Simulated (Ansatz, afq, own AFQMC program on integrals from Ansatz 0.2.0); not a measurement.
# HfS⁺, doublet: AFQMC among the cluster methods

```json
{"atom": "Hf", "x (Å)": "0.0000", "y (Å)": "0.0000", "z (Å)": "0.0000"}
{"atom": "S", "x (Å)": "0.0000", "y (Å)": "0.0000", "z (Å)": "2.1637"}
```

Basis def2-SVP with its core potentials. Noble-gas cores (and the filled d shells of Ga–Kr and In–Xe) are frozen. Integrals, coupled cluster, full CI and functionals: Ansatz 0.2.0; the random walks run on the same integrals in our own AFQMC program. ph-AFQMC/CISD is guided by a CISD state made of CCSD amplitudes; releasing the constraint for a short imaginary time cuts its bias at the price of noise, slowly where states lie close. Free AFQMC starts from the CCSD state and is never constrained. Its projection time is finite, and what remains of the start isn't in its error. Error bars are statistical, one sigma. No spin–orbit coupling. The metal's outer-core s and p shells are frozen, which shifts wave-function levels against functionals.

Determinant: UHF, the one that the program's search chose, which needn't be the lowest solution. The geometry is a PBE0/def2-TZVP stationary point of this or a neighbouring charge and spin state.

No full CI on the walks' own integrals is used here; CCSDT(Q) serves as the reference and is uncertain by about the last step of the cluster series.

Cautions: no spin-orbit coupling; outer-core shells of the metal frozen; higher spins were not checked; raised T1 diagnostic (T1 0.044, weight of the determinant 0.86, largest double 0.06); (T) is large, 8 % of the CCSD correlation; unrestricted determinant slightly spin contaminated (⟨S²⟩ 0.82 against 0.75); the released energies have errors that jump between times, so the bars are unsure, so no released level is given (meV from the phaseless value at times in 1/Eh: -27 ± 4 at 0.60, -39 ± 3 at 1.20, -41 ± 4 at 2.00, 1730 ± 1778 at 3.00, -35 ± 7 at 4.20); the ph-AFQMC/CISD walk drifts between its halves (2.3 errors).

- T1 diagnostic: 0.0437
- weight of the determinant in the CISD state: 0.858
- ⟨S²⟩ of the determinant: 0.820
- size of the correlated space: 9 electrons in 41 orbitals

Reference: CCSDT(Q), correlation energy -5.983 eV.

```json
{"level": "HF", "E − E(reference) (kcal/mol)": "137.98", "share of correlation (%)": "0.00"}
{"level": "MP2", "E − E(reference) (kcal/mol)": "13.93", "share of correlation (%)": "89.90"}
{"level": "CCSD", "E − E(reference) (kcal/mol)": "10.79", "share of correlation (%)": "92.18"}
{"level": "CCSD(T)", "E − E(reference) (kcal/mol)": "1.12", "share of correlation (%)": "99.19"}
{"level": "CCSDT", "E − E(reference) (kcal/mol)": "0.57", "share of correlation (%)": "99.59"}
{"level": "ph-AFQMC/HF", "E − E(reference) (kcal/mol)": "0.21 ± 0.68", "share of correlation (%)": "99.85"}
{"level": "ph-AFQMC/CISD", "E − E(reference) (kcal/mol)": "1.51 ± 0.11", "share of correlation (%)": "98.90"}
{"level": "free AFQMC", "E − E(reference) (kcal/mol)": "0.45 ± 0.35", "share of correlation (%)": "99.68"}
```

Free projections are given only where their last times agree within the noise and don't stop above the reference; a slow remainder of the start can still hide under it. A walk keeps the symmetry of its determinant, which the program's search chose and which needn't be the lowest solution, so a lower state of the same spin and another symmetry isn't excluded.
